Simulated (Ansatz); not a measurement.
**C2H5NO: a ladder of functionals and wavefunction methods**

How much do the methods differ for C2H5NO? The plan is to run it at one geometry with functionals of several rungs and with coupled cluster, and see how far each lands from CCSD(T) at the basis-set limit for the atomisation energy.

Method: functionals in def2-TZVPP, the program's frozen cores in correlated methods; program: Ansatz 0.2.0, Gaussian basis.

Levels to be run: LDA (SPW92), PBE-D4, revPBE-D4, BLYP-D4, r2SCAN-D4, B97M-V, PBE0-D4, B3LYP-D4, r2SCANh-D4, r2SCAN0-D4, HSE06-D4, BHLYP-D4, CAM-B3LYP-D4, LC-ωPBE, ωB97X-V, ωB97M-V, B2PLYP, PBE-QIDH; CCSD(T)/def2-SVP; CCSD(T)/def2-TZVPP; MP2/def2-QZVPP; extrapolation to the limit; RPA on PBE.

### 1 The geometry

The geometry comes from an earlier relaxation with PBE0-D4 in a triple-zeta def2 set; it is a stationary point, not always the lowest conformer.

SMILES `C=NCO`, 9 atoms, charge 0, spin multiplicity 1.

Atoms are counted from 1 here; the program's logs count them from 0.

Bond lengths: C1–N2 1.257 Å, C1–H5 1.090 Å, C1–H6 1.098 Å, N2–C3 1.442 Å, C3–O4 1.397 Å, C3–H7 1.098 Å, C3–H8 1.100 Å, O4–H9 0.963 Å. Angles: N2–C1–H5 119.5°, N2–C1–H6 123.3°, H5–C1–H6 117.3°, C1–N2–C3 118.2°, N2–C3–O4 110.5°, N2–C3–H7 112.9°, N2–C3–H8 106.8°, O4–C3–H7 106.5°, O4–C3–H8 111.5°, H7–C3–H8 108.6°, C3–O4–H9 107.1°.

### 2 LDA

This LDA is Slater exchange with PW92 correlation.

Contents of in.yaml:

```yaml
crystal:
  periodic: [false, false, false]
  atoms:
    - {symbol: C, position_ang: [-1.508479, -0.132905, 0.095960]}
    - {symbol: N, position_ang: [-0.379936, -0.601674, -0.198795]}
    - {symbol: C, position_ang: [0.752762, 0.289828, -0.184719]}
    - {symbol: O, position_ang: [1.810819, -0.275199, 0.531015]}
    - {symbol: H, position_ang: [-2.381001, -0.785181, 0.077288]}
    - {symbol: H, position_ang: [-1.670535, 0.916731, 0.376459]}
    - {symbol: H, position_ang: [0.532566, 1.254068, 0.292592]}
    - {symbol: H, position_ang: [1.028214, 0.472022, -1.234122]}
    - {symbol: H, position_ang: [1.903990, -1.183991, 0.227322]}
basis:
  gaussian: {orbitals: def2-TZVPP}
hamiltonian: {xc: lda}
output: {orbitals: {seedname: orbitals}}
```

Command:

```sh
ansatz run in.yaml --threads 2 --pin off --events-out ev --progress --plain --max-ram 4352MiB
```

Further steps of the session: PBE-D4 (GGA); revPBE-D4 (GGA); BLYP-D4 (GGA); r2SCAN-D4 (meta-GGA); B97M-V (meta-GGA); B3LYP-D4 (hybrid); r2SCANh-D4 (hybrid); r2SCAN0-D4 (hybrid); HSE06-D4 (hybrid); BHLYP-D4 (hybrid); CAM-B3LYP-D4 (range-separated); LC-ωPBE (range-separated); ωB97X-V (range-separated); ωB97M-V (range-separated); B2PLYP (double hybrid); PBE-QIDH (double hybrid); CCSD(T) in def2-SVP; CCSD(T) in def2-TZVPP; MP2 in def2-QZVPP; RPA on PBE orbitals.

**Question.** What will the summary of the whole plan be? Wanted: atomisation energy, CCSD(T)/CBS; farthest beyond LDA; mean size of error, GGA; mean size of error, meta-GGA; mean size of error, hybrid; mean size of error, range-separated; mean size of error, double hybrid; gap, smallest and largest; T1 diagnostic.

The runs gave:

```
                               quantity                                                                       value
        atomisation energy, CCSD(T)/CBS                                                               3476.4 kJ/mol
 functionals within 17.4 kJ/mol (0.5 %)  revPBE-D4, r2SCAN-D4, B97M-V, PBE0-D4, B3LYP-D4, LC-ωPBE, ωB97X-V, ωB97M-V
                    farthest beyond LDA                                                    BHLYP-D4 (-135.0 kJ/mol)
                mean size of error, GGA                                                                 55.0 kJ/mol
           mean size of error, meta-GGA                                                                  5.4 kJ/mol
             mean size of error, hybrid                                                                 49.0 kJ/mol
    mean size of error, range-separated                                                                 13.1 kJ/mol
      mean size of error, double hybrid                                                                 31.8 kJ/mol
              gap, smallest and largest                                   4.32 eV (LDA (SPW92)), 12.33 eV (LC-ωPBE)
                          T1 diagnostic                                                                      0.0115
triples share of the correlation energy                                                                       4.0 %
```

**Reading.** The LDA atomisation energy is off by 578.9 kJ/mol (17 %): it overbinds. PBE-D4 misses by +115.8 kJ/mol. Double hybrids carry the basis error of their MP2 part in triple zeta, and no dispersion term here, so their miss is partly the set-up's. The rungs meta-GGA, range-separated miss on average by less than the doubt on the reference (17.4 kJ/mol), so they tie. The reference freezes the cores and leaves out relativity and excitations past (T), so misses under about 17.4 kJ/mol can't be ranked. Hartree-Fock recovers 68 % of the binding; the rest is correlation. CCSD(T) in def2-SVP is off by -192.5 kJ/mol, so the small basis spoils what the method gains. Orbital gaps span 4.3 to 12.3 eV; exact exchange widens them.
